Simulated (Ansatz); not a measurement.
Input file for C₃H₇ClO, SMILES `COCCCl`:

```yaml
crystal:
  periodic: [false, false, false]
  atoms:
    - {symbol: C, position_ang: [-1.700674, 0.208170, 0.111327]}
    - {symbol: O, position_ang: [-0.798943, -0.867236, 0.061907]}
    - {symbol: C, position_ang: [0.434081, -0.552710, -0.528727]}
    - {symbol: C, position_ang: [1.370207, 0.113076, 0.462654]}
    - {symbol: Cl, position_ang: [2.931712, 0.458001, -0.318116]}
    - {symbol: H, position_ang: [-1.891334, 0.612589, -0.891657]}
    - {symbol: H, position_ang: [-1.348881, 1.024595, 0.754532]}
    - {symbol: H, position_ang: [-2.635381, -0.174295, 0.521264]}
    - {symbol: H, position_ang: [0.300833, 0.093724, -1.406782]}
    - {symbol: H, position_ang: [0.877070, -1.491890, -0.867190]}
    - {symbol: H, position_ang: [1.561416, -0.541976, 1.311367]}
    - {symbol: H, position_ang: [0.977094, 1.062652, 0.823321]}
basis:
  gaussian: {orbitals: def2-TZVPP}
correlation: {method: ccsd_t}
```

```sh
$ ansatz run in.yaml --threads 4 --pin off --events-out ev --progress --plain --max-ram 10444MiB
```

The program prints (abridged):

```
Functional definition: HF
1565 factors; integrals over basis functions are off by at most 1.5e-3 eV
mean field evaluation 1: about -17742.1510 eV, gradient 3.0e1 eV
mean field evaluation 2: about -17742.4438 eV, gradient 3.1e1 eV
mean field evaluation 4: about -17744.8584 eV, gradient 5.1e0 eV
mean field evaluation 8: about -17744.9146 eV, gradient 2.1e-1 eV
mean field -17744.91483982 eV, -652.1135924282 hartree, gradient 1.3e-6 eV, S^2 0.000000; 0 other end points of the search recorded, 0 dependent functions left out
9 core orbitals not correlated: weight in the atoms' cores, before any rotation towards them, 1.000 or more for the frozen orbitals, at most 0.000 for the correlated occupied ones
reference -17744.91483982 eV, -652.1135924282 hartree; 16, 16 occupied and 239, 239 virtual orbitals, 1565 factors
second order -25.80034643 eV of doubles, -0.00000000 eV of singles
cycle   1  -26.45655546 eV  change   -6.6e-1 eV  update   9.9e-2
cycle   2  -27.05752094 eV  change   -6.0e-1 eV  update   2.8e-2
cycle   3  -27.18013639 eV  change   -1.2e-1 eV  update   1.3e-2
cycle   4  -27.17417625 eV  change    6.0e-3 eV  update   2.9e-3
cycle   5  -27.17335319 eV  change    8.2e-4 eV  update   1.4e-3
cycle   6  -27.17408330 eV  change   -7.3e-4 eV  update   4.1e-4
cycle   7  -27.17402154 eV  change    6.2e-5 eV  update   1.9e-4
cycle   8  -27.17396281 eV  change    5.9e-5 eV  update   6.1e-5
cycle   9  -27.17397362 eV  change   -1.1e-5 eV  update   2.6e-5
perturbative correction -1.07342720 eV, -0.0394477220 hartree
Total energy: -17773.16224064 eV, -653.1516652614 hartree
```

Run time 3.7 min (4 threads of an Arm Neoverse V1 on a shared host); peak host memory 6.7 GiB.

The correlation energy is -28.247 eV, 3.8 % of it from (T); the T1 diagnostic reads 0.0097.
